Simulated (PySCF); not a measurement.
## nitrosomethane: calculation against experiment

**Measured values to compare with.**

NIST CCCBDB Release 22 (SRD 101), experimental dipoles lists, for the gas: dipole moment (microwave Stark effect, vibrational ground state) 2.32 D.

How close the calculation comes is told at the end.

Species: nitrosomethane, CH₃NO.
Atom-mapped SMILES: `[CH3:1][N:2]=[O:3]` (hydrogens: H4, H5, H6 on C1)

Structure used (PBE0/def2-TZVP), in Å, numbered top down from 1:
```xyz
6
CH3NO angstrom
C     -0.4207   -0.0235   -0.0747
N      0.9289   -0.4852    0.2719
O      1.7587    0.3710    0.2364
H     -1.0609   -0.2530    0.7817
H     -0.7645   -0.6440   -0.9068
H     -0.4366    1.0394   -0.3224
```

The PySCF runs (gas phase, on this PBE0/def2-TZVP geometry; no spin–orbit coupling):

```tsv
level	job	basis functions	wall time
PBE0/def2-TZVP, grid level 1	geometry optimisation from a GFN2-xTB start	111	29 s
```

Hardware: an Intel Xeon at 2.70 GHz with one thread, on a shared host.

Results beside the measurements:

**Dipole moment.** Measured: 2.32 D (NIST CCCBDB Release 22 (SRD 101), experimental dipoles).

```
         level  computed (D)  computed − measured (D)  % (from the printed values)
PBE0/def2-TZVP          2.44                    +0.12                           +5
```

The computed dipoles belong to one fixed geometry; measured ones are averaged over vibrations unless marked μe. Magnitudes are compared, not signs.

The geometry is computed, not the measured one. Where a level misses, the cause wasn't examined.
